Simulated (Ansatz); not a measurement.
Relaxing Ti

These are results of Ansatz 0.2.0, DFT r2SCAN, scalar-relativistic, plane waves, PAW, not measurements. Cutoff 500 eV, Γ-centred k mesh, Gaussian smearing, no spin polarisation in the final step.

The start puts Ti on the alpha-gallium structure type (Cmce, No. 64), at a guessed volume.

```
Ti
1.0
     2.19435   -3.71902    0.00000
     2.19435    3.71902    0.00000
     0.00000    0.00000    4.39454
Ti
4
Direct
  0.15250 0.84750 0.07850
  0.65250 0.34750 0.42150
  0.84750 0.15250 0.92150
  0.34750 0.65250 0.57850
```

Steps on the 4×4×4 mesh (4 atoms). 12 of 14 steps are shown, and the free energy counts from the last. Trial steps that were taken back and renewals of the plane-wave basis can be among the rows.

```tsv
step	ΔF (meV/atom)	V (Å³/atom)	P (GPa)	largest force component (eV/Å)
1	1005.2	17.93	8.30	0.414
2	865.8	18.79	3.59	1.023
3	615.1	18.96	1.44	1.177
5	161.6	18.45	0.78	0.382
6	51.6	18.15	1.71	0.085
7	15.2	18.22	0.23	0.124
8	13.3	18.34	0.24	0.109
9	12.2	18.38	-0.32	0.010
10	10.6	18.33	-0.09	0.001
12	1.1	18.29	0.77	0.017
13	0.1	18.48	-0.06	0.001
14	0.0	18.48	-0.06	0.001
```

A final relaxation ran on a 20×20×20 mesh. The relaxed crystal, I4/mmm (No. 139):

Space group I4/mmm (No. 139). a = 2.748 Å, b = 2.748 Å, c = 9.805 Å, α = 90.00°, β = 90.00°, γ = 90.00°
```
atom site symmetry x y z
  Ti    4e       4mm  0.5000  0.5000  0.3493
```

```json
{
  "Volume per atom": "18.51 Å³",
  "Density": "4.29 g/cm³",
  "Energy over the standard structure": "0.24 eV/atom",
  "Gap on the 20×20×20 mesh": "0 eV (a metal)"
}
```

Energies count from the standard state of Ti at the same level.

The final run used a 20×20×20 mesh on its 2-atom cell and 0.10 eV smearing. The k mesh leaves about 4 meV/atom of noise in metals.

Symmetry constrained the relaxation, so the result can be a saddle point.